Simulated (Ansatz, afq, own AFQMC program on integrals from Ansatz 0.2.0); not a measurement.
## CH5Si, doublet: AFQMC among the cluster methods

```yaml
atoms:
  - { symbol: Si, position_ang: [0.0000, 0.0016, 0.4595] }
  - { symbol: C, position_ang: [0.0000, -0.0017, -1.0485] }
  - { symbol: H, position_ang: [0.0000, 1.3970, 0.9703] }
  - { symbol: H, position_ang: [-1.1990, -0.7050, 0.9925] }
  - { symbol: H, position_ang: [1.1990, -0.7050, 0.9925] }
  - { symbol: H, position_ang: [0.0000, 0.9081, -1.6394] }
  - { symbol: H, position_ang: [0.0000, -0.9204, -1.6269] }
```

Basis 6-31G. Only valence electrons are correlated. AFQMC by an in-house program on the Cholesky factors that Ansatz 0.2.0 writes for its CCSD(T) run. ph-AFQMC/CISD is guided by a CISD state made of CCSD amplitudes; releasing the constraint for a short imaginary time cuts its bias at the price of noise, slowly where states lie close. Free AFQMC starts from the CCSD state and is never constrained. Its projection time is finite, and what remains of the start isn't in its error. Error bars are statistical, one sigma.

Determinant: UHF, the one that the program's search chose, which needn't be the lowest solution. The geometry is a point of a scan.

No full CI on the walks' own integrals is used here. The released AFQMC energy serves as the reference, which it does only where one determinant dominates, the energy is flat over the last release times and near the phaseless one (40 meV or 2 meV an electron, half that with transition metals). On small molecules, where full CI could be run and the noise was under 10 meV, such values lay within 10 meV of it in 19 cases of 20, a flattering rate, since the rule was set on those same cases; what remains of the bias isn't in the error bar.

Cautions: the released value is read at 2.40 1/Eh with a noise of 10 meV, more than in the cases checked (meV from the phaseless value at times in 1/Eh: -8 ± 10 at 0.24, -22 ± 7 at 0.51, -13 ± 7 at 0.99, -23 ± 8 at 1.62, -20 ± 10 at 2.40).

* T1 diagnostic: 0.0139
* weight of the determinant in the CISD state: 0.911
* ⟨S²⟩ of the determinant: 0.765
* size of the correlated space: 13 electrons in 26 orbitals

Reference: AFQMC with the constraint released, correlation energy -4.435 ± 0.010 eV.

```csv
level,E − E(reference) (kJ/mol),share of correlation (%)
HF,427.9 ± 1.0,0.00
MP2,94.4 ± 1.0,77.93
CCSD,9.4 ± 1.0,97.80
CCSD(T),2.7 ± 1.0,99.38
ph-AFQMC/HF,2.8 ± 3.3,99.34
ph-AFQMC/CISD,1.9 ± 1.3,99.56
free AFQMC,0.4 ± 1.3,99.91
```

Free projections are given only where their last times agree within the noise and don't stop above the reference; a slow remainder of the start can still hide under it. A walk keeps the symmetry of its determinant, which the program's search chose and which needn't be the lowest solution, so a lower state of the same spin and another symmetry isn't excluded. Released energies are given only where the last usable release times agree within the noise; a slower fall can still hide under it.
